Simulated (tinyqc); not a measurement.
RHF in the sto-3g basis, for H2O, spin multiplicity 1, step by step (part 2 of 2). Computed by tinyqc, a small Python program that keeps every step (integrals from PySCF). Command: `OMP_NUM_THREADS=1 python tinyqc.py 31086 31087 out.jsonl` (the two numbers bound the seeds that draw the settings). One thread of a shared host (Intel(R) Xeon(R) Processor @ 2.60GHz), about 0.06 s of CPU time with the checks.

Geometry (angstrom):
```
atom         x          y         z
O     0.000000   0.000000  0.000000
H     0.000000   0.751000  0.486000
H     0.000000  -0.751000  0.486000
```

## Iteration 9 (converged): orbitals

converged F (hartree), order 1O 1s, 1O 2s, 1O 2px, 1O 2py, 1O 2pz, 2H 1s, 3H 1s:
$$\begin{pmatrix}
-20.211400 & -5.161687 & 0.000000 & 0.000000 & -0.030180 & -1.383071 & -1.383071 \\
-5.161687 & -2.459891 & 0.000000 & 0.000000 & -0.141382 & -1.132772 & -1.132772 \\
0.000000 & 0.000000 & -0.388770 & 0.000000 & 0.000000 & 0.000000 & 0.000000 \\
0.000000 & 0.000000 & 0.000000 & -0.381997 & 0.000000 & -0.430400 & 0.430400 \\
-0.030180 & -0.141382 & 0.000000 & 0.000000 & -0.377762 & -0.347832 & -0.347832 \\
-1.383071 & -1.132772 & 0.000000 & -0.430400 & -0.347832 & -0.659680 & -0.437607 \\
-1.383071 & -1.132772 & 0.000000 & 0.430400 & -0.347832 & -0.437607 & -0.659680
\end{pmatrix}$$

X, order 1O 1s, 1O 2s, 1O 2px, 1O 2py, 1O 2pz, 2H 1s, 3H 1s:
$$\begin{pmatrix}
1.024481 & -0.147141 & 0.000000 & 0.000000 & -0.010400 & 0.023464 & 0.023464 \\
-0.147141 & 1.307960 & 0.000000 & 0.000000 & 0.122194 & -0.342360 & -0.342360 \\
0.000000 & 0.000000 & 1.000000 & 0.000000 & 0.000000 & 0.000000 & 0.000000 \\
0.000000 & 0.000000 & 0.000000 & 1.152979 & 0.000000 & -0.276049 & 0.276049 \\
-0.010400 & 0.122194 & 0.000000 & 0.000000 & 1.052204 & -0.146714 & -0.146714 \\
0.023464 & -0.342360 & 0.000000 & -0.276049 & -0.146714 & 1.259602 & -0.096627 \\
0.023464 & -0.342360 & 0.000000 & 0.276049 & -0.146714 & -0.096627 & 1.259602
\end{pmatrix}$$

Diagonalise F' = X^T F X, C = X C', fill 5 alpha and 5 beta electrons from the bottom; D = 2 C_occ C_occ^T. Each column has its largest component positive (the first on a tie).

F' = X^T F X (hartree):
$$\begin{pmatrix}
-19.828203 & -2.697778 & 0.000000 & 0.000000 & -0.050467 & -0.241787 & -0.241787 \\
-2.697778 & -1.157551 & 0.000000 & 0.000000 & 0.111198 & -0.585269 & -0.585269 \\
0.000000 & 0.000000 & -0.388770 & 0.000000 & 0.000000 & 0.000000 & 0.000000 \\
0.000000 & 0.000000 & 0.000000 & 0.006291 & 0.000000 & -0.533892 & 0.533892 \\
-0.050467 & 0.111198 & 0.000000 & 0.000000 & -0.239388 & -0.316257 & -0.316257 \\
-0.241787 & -0.585269 & 0.000000 & -0.533892 & -0.316257 & 0.053486 & -0.124365 \\
-0.241787 & -0.585269 & 0.000000 & 0.533892 & -0.316257 & -0.124365 & 0.053486
\end{pmatrix}$$

orbital energies (hartree): MO1 -20.220568, MO2 -1.289605, MO3 -0.667823, MO4 -0.437174, MO5 -0.388770, MO6 0.651325, MO7 0.851965

coefficients C, order 1O 1s, 1O 2s, 1O 2px, 1O 2py, 1O 2pz, 2H 1s, 3H 1s:
$$\begin{pmatrix}
0.993948 & -0.231572 & 0.000000 & 0.098420 & 0.000000 & -0.145518 & 0.000000 \\
0.028149 & 0.813385 & 0.000000 & -0.517596 & 0.000000 & 1.025412 & 0.000000 \\
0.000000 & 0.000000 & 0.000000 & 0.000000 & 1.000000 & 0.000000 & 0.000000 \\
0.000000 & 0.000000 & 0.600064 & 0.000000 & 0.000000 & 0.000000 & 1.059099 \\
0.004581 & 0.139184 & 0.000000 & 0.822334 & 0.000000 & 0.685271 & 0.000000 \\
-0.006772 & 0.164090 & 0.432776 & 0.238659 & 0.000000 & -0.855343 & -0.899214 \\
-0.006772 & 0.164090 & -0.432776 & 0.238659 & 0.000000 & -0.855343 & 0.899214
\end{pmatrix}$$

D after iteration 9, order 1O 1s, 1O 2s, 1O 2px, 1O 2py, 1O 2pz, 2H 1s, 3H 1s:
$$\begin{pmatrix}
2.102490 & -0.422640 & 0.000000 & 0.000000 & 0.106513 & -0.042481 & -0.042481 \\
-0.422640 & 1.860586 & 0.000000 & 0.000000 & -0.624595 & 0.019497 & 0.019497 \\
0.000000 & 0.000000 & 2.000000 & 0.000000 & 0.000000 & 0.000000 & 0.000000 \\
0.000000 & 0.000000 & 0.000000 & 0.720154 & 0.000000 & 0.519386 & -0.519386 \\
0.106513 & -0.624595 & 0.000000 & 0.000000 & 1.391251 & 0.438130 & 0.438130 \\
-0.042481 & 0.019497 & 0.000000 & 0.519386 & 0.438130 & 0.542448 & -0.206731 \\
-0.042481 & 0.019497 & 0.000000 & -0.519386 & 0.438130 & -0.206731 & 0.542448
\end{pmatrix}$$

## Convergence

Stop when the energy changes by less than 1e-10 hartree and every element of the error matrix X^T (F D S - S D F) X is below 3e-06.

Course of the cycle:
```
iteration   E (hartree)     change  largest element of the error matrix
1          -27.41411127          -                             3.46e-01
2          -73.83354657  -4.64e+01                             7.84e-01
3          -74.93689561  -1.10e+00                             2.54e-02
4          -74.93728173  -3.86e-04                             3.14e-03
5          -74.93730200  -2.03e-05                             8.72e-04
6          -74.93730397  -1.98e-06                             1.89e-04
7          -74.93730404  -6.69e-08                             2.70e-05
8          -74.93730404  -1.14e-09                             4.87e-07
9          -74.93730404  -4.12e-13                             7.82e-09
```

PySCF RHF in the same basis = -74.93730404 hartree

Converged in 9 iterations.

## Populations, bond orders and dipole

overlap S, order 1O 1s, 1O 2s, 1O 2px, 1O 2py, 1O 2pz, 2H 1s, 3H 1s:
$$\begin{pmatrix}
1.000000 & 0.236704 & 0.000000 & 0.000000 & 0.000000 & 0.062580 & 0.062580 \\
0.236704 & 1.000000 & 0.000000 & 0.000000 & 0.000000 & 0.516771 & 0.516771 \\
0.000000 & 0.000000 & 1.000000 & 0.000000 & 0.000000 & 0.000000 & 0.000000 \\
0.000000 & 0.000000 & 0.000000 & 1.000000 & 0.000000 & 0.347764 & -0.347764 \\
0.000000 & 0.000000 & 0.000000 & 0.000000 & 1.000000 & 0.225051 & 0.225051 \\
0.062580 & 0.516771 & 0.000000 & 0.347764 & 0.225051 & 1.000000 & 0.256052 \\
0.062580 & 0.516771 & 0.000000 & -0.347764 & 0.225051 & 0.256052 & 1.000000
\end{pmatrix}$$

Mulliken: Z minus the diagonal of D S on the atom; Loewdin: the same with S^(1/2) D S^(1/2); Mayer order: 2 sum_s sum (D(s) S)_ij (D(s) S)_ji over the two atoms.

Charges (e):
```
atom   Mulliken    Loewdin
1O    -0.447685  -0.302364
2H     0.223843   0.151182
3H     0.223843   0.151182
```

Mayer bond orders:
```
pair     order
2-1   0.929605
3-1   0.929605
3-2   0.020289
```

dipole moment about the origin, x y z (debye): [0.000000, 0.000000, 1.721841]
